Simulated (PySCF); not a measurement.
C3HF (triplet state).
Structure used (GFN2-xTB), in Å, numbered top down from 1:
```xyz
5
C3HF angstrom
C      1.0759   -0.6125   -0.3462
C      0.0277   -0.0099   -0.0085
C     -0.9454    0.4917    0.6492
F     -2.0471    1.1838    0.6432
H      1.8976   -1.0503   -0.8261
```

The hyperfine couplings belong to this conformer and change with its torsions.

As a line formula: `C#C[C]F` [triplet].

The calculation used UKS B3LYP, pcH-1 on C F H, non-relativistic, mean-field spin-orbit, GIAO (PySCF 2.14.0). One conformer (not necessarily the lowest) at the GFN2-xTB geometry, without solvent, vibrations or thermal averaging. This triplet need not be the ground state; the singlet was not compared here. A GFN2-xTB geometry isn't a minimum of the functional, and hyperfine couplings can be far from their values at a DFT geometry.

(1) Match the computed a_iso(13C) values +205.6, +55.9, -34.3 MHz with the sites C1; C2; C3.

Results:

(1) 
| site | a_iso (MHz) | ρ(0) (bohr⁻³) | position | distance from C3 (Å) | spin population | largest \|T\| (MHz) |
| --- | --- | --- | --- | --- | --- | --- |
| C1 | +55.9 | +0.0994 | a main spin site | 2.51 | +1.17 | 48.6 |
| C2 | -34.3 | -0.0610 | 1 bond from C1 | 1.28 | -0.46 | 25.8 |
| C3 | +205.6 | +0.3657 | largest spin population | 0.00 | +1.24 | 58.4 |

ρ(0) is the spin density at the nucleus and T the dipolar tensor. The Mulliken spin populations are largest on C3 (+1.24), C1 (+1.17), C2 (-0.46) and F4 (+0.09). The positive populations add up to 2.51 and the negative ones to -0.51, together 2S = 2. Main spin sites, with 60 % or more of the largest population: C1, C3; positions count bonds from the nearest.
